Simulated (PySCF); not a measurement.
# CH5F: a look at the electrons

Aim: take CH5F and find what binds its two fragments and compute its lowest excited states.

The runs use PySCF 2.14.0; levels as typed in each script, gas phase, geometry from GFN2-xTB.

## Step 1: The system as given

SMILES `F.C`, 7 atoms, charge 0, spin multiplicity 1.

Bond lengths: F1–H2 0.938 Å, C3–H4 1.085 Å, C3–H5 1.083 Å, C3–H6 1.085 Å, C3–H7 1.085 Å. Angles: H4–C3–H5 107.9°, H4–C3–H6 110.8°, H4–C3–H7 110.8°, H5–C3–H6 108.4°, H5–C3–H7 108.1°, H6–C3–H7 110.8°.

Geometry (Å):

```tsv
atom	x (Å)	y (Å)	z (Å)
F1	-1.59172	0.00063	-0.00009
H2	-0.65387	-0.00693	-0.00140
C3	1.49094	-0.00007	0.00076
H4	1.15343	-0.27353	-0.99334
H5	2.57410	0.00209	-0.00415
H6	1.15287	-0.72424	0.73433
H7	1.15333	0.99733	0.26083
```

## Step 2: Binding of the two fragments (B3LYP/cc-pvdz)

File input.py:

```python
import numpy as np
from pyscf import gto, scf, dft
from pyscf.scf import atom_ks, atom_hf
from scipy.linalg import block_diag
from pyscf.dispersion import dftd3

def solve(mol, dm0=None, hcore=None):
    mf = (dft.UKS if mol.spin else dft.RKS)(mol, xc='b3lyp')
    mf.grids.level = 3
    mf = mf.density_fit(auxbasis='def2-universal-jkfit')
    mf.conv_tol, mf.max_cycle = 1e-8, 80
    if hcore is not None:
        mf.get_hcore = lambda *args: hcore
    mf.kernel(dm0)
    if not mf.converged:
        mf = mf.newton().run(mf.mo_coeff, mf.mo_occ, max_cycle=30)
    assert mf.converged, 'SCF not converged'
    return mf

mol = gto.M(atom='''
F     -1.59172     0.00063    -0.00009
H     -0.65387    -0.00693    -0.00140
C      1.49094    -0.00007     0.00076
H      1.15343    -0.27353    -0.99334
H      2.57410     0.00209    -0.00415
H      1.15287    -0.72424     0.73433
H      1.15333     0.99733     0.26083
''', basis='cc-pvdz', charge=0, spin=0, verbose=4)
mol_a = gto.M(atom='''
F     -1.59172     0.00063    -0.00009
H     -0.65387    -0.00693    -0.00140
ghost-C      1.49094    -0.00007     0.00076
ghost-H      1.15343    -0.27353    -0.99334
ghost-H      2.57410     0.00209    -0.00415
ghost-H      1.15287    -0.72424     0.73433
ghost-H      1.15333     0.99733     0.26083
''', basis='cc-pvdz', charge=0, spin=0, verbose=4)
mol_b = gto.M(atom='''
ghost-F     -1.59172     0.00063    -0.00009
ghost-H     -0.65387    -0.00693    -0.00140
C      1.49094    -0.00007     0.00076
H      1.15343    -0.27353    -0.99334
H      2.57410     0.00209    -0.00415
H      1.15287    -0.72424     0.73433
H      1.15333     0.99733     0.26083
''', basis='cc-pvdz', charge=0, spin=0, verbose=4)
ab, a, b = solve(mol), solve(mol_a), solve(mol_b)
e_int = ab.e_tot - a.e_tot - b.e_tot
print('counterpoise-corrected interaction energy / kcal/mol', e_int * 627.5095)
def disp(atoms, charge):
    m = gto.M(atom=atoms, charge=charge, basis='sto-3g', spin=None, unit='Bohr', verbose=0)
    return dftd3.DFTD3Dispersion(m, xc='b3lyp', version='d3bj').get_dispersion()['energy']
e_disp = disp(mol._atom, mol.charge) - disp(mol._atom[:2], mol_a.charge) - disp(mol._atom[2:], mol_b.charge)
print('D3(BJ) part / kcal/mol', e_disp * 627.5095)
# spherically averaged free atoms, for the promolecule
atm = atom_ks.get_atm_nrks(mol, xc='b3lyp')
pro = block_diag(*[(atm[a[0]][2] * atm[a[0]][3]) @ atm[a[0]][2].T for a in mol._atom])
np.savez('result.npz', e_int=e_int, e_disp=e_disp, dm_a=a.make_rdm1(), dm_b=b.make_rdm1(), c=ab.mo_coeff, occ=ab.mo_occ, eps=ab.mo_energy, pro=pro, d=[f.dip_moment(verbose=0) for f in (ab, a, b)])
```

Command:

```bash
OMP_NUM_THREADS=1 python input.py
```

## Step 4: Excited states (PBE/def2-svp)

File input.py:

```python
import numpy as np
from pyscf import gto, scf, dft, tdscf
from pyscf.scf import atom_ks, atom_hf
from scipy.linalg import block_diag

def solve(mol, dm0=None, hcore=None):
    mf = (dft.UKS if mol.spin else dft.RKS)(mol, xc='pbe')
    mf.grids.level = 3
    mf = mf.density_fit(auxbasis='def2-universal-jkfit')
    mf.conv_tol, mf.max_cycle = 1e-8, 80
    if hcore is not None:
        mf.get_hcore = lambda *args: hcore
    mf.kernel(dm0)
    if not mf.converged:
        mf = mf.newton().run(mf.mo_coeff, mf.mo_occ, max_cycle=30)
    assert mf.converged, 'SCF not converged'
    return mf

mol = gto.M(atom='''
F     -1.59172     0.00063    -0.00009
H     -0.65387    -0.00693    -0.00140
C      1.49094    -0.00007     0.00076
H      1.15343    -0.27353    -0.99334
H      2.57410     0.00209    -0.00415
H      1.15287    -0.72424     0.73433
H      1.15333     0.99733     0.26083
''', basis='def2-svp', charge=0, spin=0, verbose=4)
mf = solve(mol)
td = mf.TDA()
td.nstates, td.singlet, td.conv_tol = 5, True, 1e-5
td.kernel()
td.analyze()
x, y = np.array([p[0] for p in td.xy]), np.array([p[1] + 0 * p[0] for p in td.xy])
f, mu = td.oscillator_strength(), td.transition_dipole()
nto = [td.get_nto(state=i + 1, verbose=4) for i in range(len(td.e))]
# spherically averaged free atoms, for the promolecule
atm = atom_ks.get_atm_nrks(mol, xc='pbe')
pro = block_diag(*[(atm[a[0]][2] * atm[a[0]][3]) @ atm[a[0]][2].T for a in mol._atom])
np.savez('result.npz', e=td.e, f=f, ok=td.converged, w=[n[0] for n in nto], nto=[n[1] for n in nto], x=x, y=y, c=mf.mo_coeff, occ=mf.mo_occ, eps=mf.mo_energy, pro=pro, mu=mu)
```

(Steps that only read results are left out.)

Q: Predict the outcome of this session. Wanted: interaction energy, counterpoise; lowest singlet excitation.

The runs gave:

| quantity | value |
| --- | --- |
| interaction energy, counterpoise (B3LYP/cc-pvdz) | -0.4 kcal/mol |
| lowest singlet excitation (PBE/def2-svp) | 8.93 eV |

What this shows: The counterpoise-corrected interaction energy of the frozen fragments is −0.4 kcal/mol without dispersion correction and −1.2 kcal/mol with D3(BJ). The pair geometry is semi-empirical, not a minimum at this level. All values hold at the given geometry, in the gas phase.
